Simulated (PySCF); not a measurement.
## Reproducing measurements on 2-cyclopropen-1-one

**Measured values to compare with.**

NIST CCCBDB Release 22 (SRD 101), experimental dipoles lists, for the gas: dipole moment 4.39 ± 0.06 D.

The runs below try to reproduce these values; the comparison stands at the end.

Compound: 2-cyclopropen-1-one, C3H2O.
SMILES with atom numbers: `[O:1]=[c:2]1[cH:3][cH:4]1` (hydrogens: H5 on C3; H6 on C4)

Geometry (GFN2-xTB, Å), atoms numbered from 1 in this order:
```
atom  x, y, z in Å
O1     2.0187   -0.2740    0.0644
C2     0.8408   -0.1138    0.0243
C3    -0.4997   -0.6123   -0.0319
C4    -0.3191    0.7243   -0.0033
H5    -1.2262   -1.3936   -0.0697
H6    -0.8113    1.6714   -0.0055
```

Runs made with PySCF (gas phase, on this GFN2-xTB geometry; no spin–orbit coupling):

```csv
level,job,basis functions,wall time
PBE0/pcSseg-1,"shieldings, charges and field gradients",78,3.1 s
B3LYP/def2-SVPD,"8 singlets by full TDDFT, 3 Tamm–Dancoff triplets, polarisability",99,4.5 s
B3LYP/pcJ-1,spin–spin couplings from 6 perturbed nuclei,128,6.1 s
```

Hardware: one thread of an Arm Neoverse V1 (shared host).

**Comparison with experiment**

**Dipole moment.** Measured: 4.39 D (NIST CCCBDB Release 22 (SRD 101), experimental dipoles).

| level | computed (D) | computed − measured (D) | % (from the printed values) |
| --- | --- | --- | --- |
| PBE0/pcSseg-1 | 4.08 | -0.31 | -7 |
| B3LYP/def2-SVPD | 4.27 | -0.12 | -3 |
| B3LYP/pcJ-1 | 4.06 | -0.33 | -8 |

Closest is B3LYP/def2-SVPD (-0.12 D), furthest B3LYP/pcJ-1 (-0.33 D); one molecule doesn't rank methods. All 3 levels lie below the measurement. The computed dipoles belong to one fixed geometry; measured ones are averaged over vibrations unless marked μe. Magnitudes are compared, not signs.

The geometry is computed, not the measured one. Where a level misses, the cause wasn't examined.
